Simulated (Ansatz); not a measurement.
# CHSi₂ (doublet): the correlation ladder at a displaced geometry (v1), cc-pVDZ

The task here is to estimate one member of a computed series from the others.

Program: Ansatz 0.2.0, Gaussian basis. Level of theory: cc-pVDZ, core rule «outside noble gas», up to 11 orbitals frozen. These are calculated values, not measurements.

To be run: UHF; CCSD(T) on ROHF; CCSD(T) on UHF; BCCD(T) on ROHF; CISD; CCSDT(Q) on ROHF; CCSDT(Q) on UHF; CASSCF and MRCISD+Q, 9 electrons in 9 orbitals; CASSCF and NEVPT2, 9 electrons in 9 orbitals.

21 further runs of the same task are left out: 7 that didn't finish, 14 set aside as unsound or not needed.

**What is computed**

The geometry is a PBE0/def2-TZVP stationary point (not a proven minimum) with its atoms shifted at random (size 0.040 Å).

4 atoms, charge 0, spin multiplicity 2.

Atoms are counted from 1 here; the program's logs count them from 0.

Bond lengths: C1–Si2 1.753 Å, C1–Si3 1.842 Å, C1–H4 1.107 Å, Si2–Si3 2.471 Å. Angles: Si2–C1–Si3 86.8°, Si2–C1–H4 137.9°, Si3–C1–H4 135.3°, C1–Si2–Si3 48.1°, C1–Si3–Si2 45.1°.

The first run:

File in.yaml:

```yaml
crystal:
  periodic: [false, false, false]
  atoms:
    - {symbol: C, position_ang: [-0.017983, -1.043988, 0.026701]}
    - {symbol: Si, position_ang: [-0.018816, 0.232137, 1.229255]}
    - {symbol: Si, position_ang: [0.029148, 0.291447, -1.240772]}
    - {symbol: H, position_ang: [-0.073629, -2.149015, 0.002737]}
basis:
  gaussian: {orbitals: cc-pVDZ}
magnetization: {spin_polarized: true, initial_magnetization: 1}
hamiltonian: {xc: hf}
output: {orbitals: {seedname: orbitals}}
```

Run with:

```console
ansatz run in.yaml --threads 1 --pin off --events-out ev --progress --plain --max-ram 2393MiB
```

Among the steps run: UHF; CCSD(T) on ROHF; CCSD(T) on UHF; BCCD(T) on ROHF; CISD; CCSDT(Q) on ROHF; CCSDT(Q) on UHF; CASSCF and MRCISD+Q, 9 electrons in 9 orbitals; CASSCF and NEVPT2, 9 electrons in 9 orbitals.

One of the session's tables, all rows but one given; the rest of the session is left out.

```
   method  from UCCSDT(Q) (meV)
     ROHF               +9179.1
      UHF               +9022.9
     RMP2               +1335.8
     UMP2                     ?
     CISD               +1551.8
    RCCSD                +527.6
    UCCSD                +521.4
 RCCSD(T)                 +75.2
 UCCSD(T)                 +77.1
  BCCD(T)                 +71.4
   RCCSDT                 +44.7
   UCCSDT                 +43.5
RCCSDT(Q)                  +2.2
UCCSDT(Q)                     0
```

**Question.** Estimate the row for UMP2.

**Answer.** from UCCSDT(Q) (meV): +1396.3. In the column «from UCCSDT(Q) (meV)» it lies between RMP2 (+1335.8) and CISD (+1551.8).

Left out of the table: CASSCF frontier, NEVPT2 frontier, MRCISD frontier, MRCISD+Q frontier (the active space lost an orbital or holds another state than full CI finds).

Limits of these values: Restricted and unrestricted rows rest on different reference determinants; where their highest levels disagree by more than a few hundredths of an eV, they describe different states and don't form one ladder. Warnings in the runs' records: passed over end.
